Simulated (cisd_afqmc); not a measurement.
Input (AFQMC/CISD/aug-cc-pV(T+d)Z; cisd_afqmc is a phaseless AFQMC code with CISD trial states that reads the integrals written by Ansatz): A basis named .json is the Basis Set Exchange file of that set.

Ansatz 0.2 input:
```python
import cisd_afqmc

open("ham.yaml", "w").write("""\
crystal:
  periodic: [false, false, false]
  atoms:
    - {symbol: Cl, position_ang: [0.00000000, 0.00000000, 0.00000000]}
basis:
  gaussian:
    orbitals: aug-cc-pV_T+d_Z.json
total_charge: -1
magnetization: {spin_polarized: false}
correlation: {method: ccsd, electrons: outside_noble_gas, hamiltonian_folder: ham}
scf: {lower_state_search: full}
""")
rep = cisd_afqmc.ansatz("ham.yaml")
e_ccsd = rep["correlation"]["coupled_cluster"]["energy"]["hartree"]
out = cisd_afqmc.run("ham", e_ccsd, trial="CISD", walkers=2000, populations=1, threads=12, dt=0.005, steps=40, early=24, settle=10, least=100,
    cut=5e-5, rank_cut=2e-4, target=0.0004, seconds=1000, seed=4, memory=62639, gpu=True)
```

Output:

```
orbitals 50, occupied [4], factors 209 of 317, rank of the doubles 104 of 184
E(HF) = -459.573481
E(CCSD) on the cut factors = -459.796856, shift to the whole factors 0.000010
Energy of the trial state on the determinant = -459.796712
  tau behind 7.2 of longer steps, mean of the populations' last blocks
   2.0  -459.80750
   4.0  -459.80740
   6.0  -459.80822
   8.0  -459.80845
  10.0  -459.80737
  12.0  -459.80833
  14.0  -459.80756
  16.0  -459.80750
  18.0  -459.80803
  20.0  -459.80678
  22.0  -459.80672
blocks 100 (0 outliers left out), error by blocks joined: 1: 0.00008, 2: 0.00010, 4: 0.00012, 8: 0.00016
E(AFQMC/CISD) = -459.80764 +/- 0.00016
```

The error still grows at the longest joins of blocks, or few joins were possible, so the printed bar may be too narrow.
